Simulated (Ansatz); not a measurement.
C4H3: structure from calculated spectroscopic constants

These gas-phase data were calculated for one isomer of C4H3 at PBE-D3(BJ)/def2-SVP (harmonic, unscaled wavenumbers; equilibrium rotational constants with average atomic masses):

```
rotational constants            : 49.24, 5.013, 4.55 GHz
all wavenumbers above 1500 cm⁻¹ : 3407, 3185, 3026, 2139, 1594
dipole moment                   : 0.39 D (PBE0/def2-TZVPD)
```

Candidates:

(1) `[H]/[C]=C\C#C`, a doublet
(2) `[CH]=C=C=C`, a doublet

Which structure fits?

Candidate (1). The band at 2139 cm⁻¹ lies where the C≡C stretch is expected; (2) has no mode between 2050 and 2400 cm⁻¹.

The same quantities for all candidates:

```tsv
	rotational constants (GHz)	wavenumbers above 1500 cm⁻¹	dipole (D)	E above the lowest, PBE-D3(BJ)/def2-SVP (kcal/mol)
(1)	49.24, 5.013, 4.55	3407, 3185, 3026, 2139, 1594	0.39	18.3
(2)	283.9, 4.07, 4.012	3401, 3076, 3004, 2014, 1768	0.07	0.0
```

Open shells are spin-unrestricted. Programs: Ansatz 0.2.0.
